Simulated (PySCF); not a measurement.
**F: ionisation energy**

F [He] 2s2 2p5 (2P) → F⁺ [He] 2s2 2p4 (3P), as a difference of total energies. Computed with PySCF 2.14 in x2c-TZVPall (5s3p2d1f, 31 functions), with the spin-free X2C one-electron Hamiltonian (Gaussian nucleus). Correlated levels: valence: 1s2 frozen. The calculations carry no spin-orbit coupling.

```json
{"method": "UHF", "ionisation energy (eV)": "15.641"}
{"method": "r2SCAN", "ionisation energy (eV)": "17.504"}
{"method": "MN15", "ionisation energy (eV)": "17.565"}
{"method": "MP2 (valence)", "ionisation energy (eV)": "17.195"}
{"method": "SCS-MP2 (valence)", "ionisation energy (eV)": "17.180"}
{"method": "CCSD (valence)", "ionisation energy (eV)": "17.093"}
{"method": "CCSD(T) (valence)", "ionisation energy (eV)": "17.135"}
```

Errors of the correlated levels include the incompleteness of this basis and the frozen core.

Task: Which method comes closest to the reference value, and which is furthest?

Result: The reference is 17.427 eV (measured; NIST levels, between the centres of gravity of the two terms). Closest: r2SCAN (error 0.077 eV); furthest: UHF (error -1.786 eV).
